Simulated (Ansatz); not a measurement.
# C₃H₅O₂ radical: small, medium and large basis sets

The task here is to estimate one member of a computed series from the others.

Method: one geometry, several basis sets; program: Ansatz 0.2.0, Gaussian basis.

Plan: PBE0-D4/def2-SVP; ωB97M-V/def2-SVP; PBE0-D4/def2-QZVPP; ωB97M-V/def2-QZVPP; the functionals' def2-TZVPP values are taken from earlier runs.

**Structure used throughout**

An earlier PBE0-D4 in a triple-zeta def2 set relaxation fixed the geometry.

10 atoms, charge 0, spin multiplicity 2.

Atoms are counted from 1 here; the program's logs count them from 0.

Bond lengths: C1–O2 1.355 Å, C1–H6 1.076 Å, C1–H7 1.078 Å, O2–C3 1.363 Å, C3–C4 1.493 Å, C3–O5 1.197 Å, C4–H8 1.092 Å, C4–H9 1.087 Å, C4–H10 1.092 Å. Angles: O2–C1–H6 114.2°, O2–C1–H7 119.0°, H6–C1–H7 126.7°, C1–O2–C3 118.0°, O2–C3–C4 110.4°, O2–C3–O5 122.9°, C4–C3–O5 126.7°, C3–C4–H8 109.9°, C3–C4–H9 109.5°, C3–C4–H10 109.9°, H8–C4–H9 110.1°, H8–C4–H10 107.3°, H9–C4–H10 110.1°.

Set-up of the first run:

in.yaml

```yaml
crystal:
  periodic: [false, false, false]
  atoms:
    - {symbol: C, position_ang: [-0.267000, 1.882061, -0.647026]}
    - {symbol: O, position_ang: [-0.472125, 0.747056, 0.063789]}
    - {symbol: C, position_ang: [0.359673, -0.308516, -0.162123]}
    - {symbol: C, position_ang: [-0.017821, -1.462799, 0.706687]}
    - {symbol: O, position_ang: [1.255166, -0.273302, -0.955198]}
    - {symbol: H, position_ang: [-0.956872, 2.676603, -0.419924]}
    - {symbol: H, position_ang: [0.540285, 1.913769, -1.360387]}
    - {symbol: H, position_ang: [0.036663, -1.171454, 1.757479]}
    - {symbol: H, position_ang: [0.654026, -2.295311, 0.515081]}
    - {symbol: H, position_ang: [-1.048993, -1.759307, 0.504721]}
basis:
  gaussian: {orbitals: def2-SVP}
magnetization: {spin_polarized: true, initial_magnetization: 1}
hamiltonian: {xc: pbe0, dispersion: d4}
output: {orbitals: {seedname: orbitals}}
```

Started as:

```
$ ansatz run in.yaml --threads 4 --pin off --events-out ev --progress --plain --max-ram 10444MiB
```

Among the steps run: PBE0-D4 in def2-SVP; ωB97M-V in def2-SVP; PBE0-D4 in def2-QZVPP; ωB97M-V in def2-QZVPP.

One table of the session follows, with a row left open; its other results are not shown here.

It belongs to the step «Density functionals: the series». 

```
functional       basis  HOMO (eV)
   PBE0-D4    def2-SVP      -5.70
   PBE0-D4  def2-TZVPP      -5.81
   PBE0-D4  def2-QZVPP          ?
   ωB97M-V    def2-SVP      -7.74
   ωB97M-V  def2-TZVPP      -7.86
   ωB97M-V  def2-QZVPP      -7.89
```

Q: Estimate the row for PBE0-D4, def2-QZVPP from the others.

As computed: HOMO (eV): -5.84. In the column «HOMO (eV)» it lies between ωB97M-V, def2-SVP (-7.74) and PBE0-D4, def2-TZVPP (-5.81).
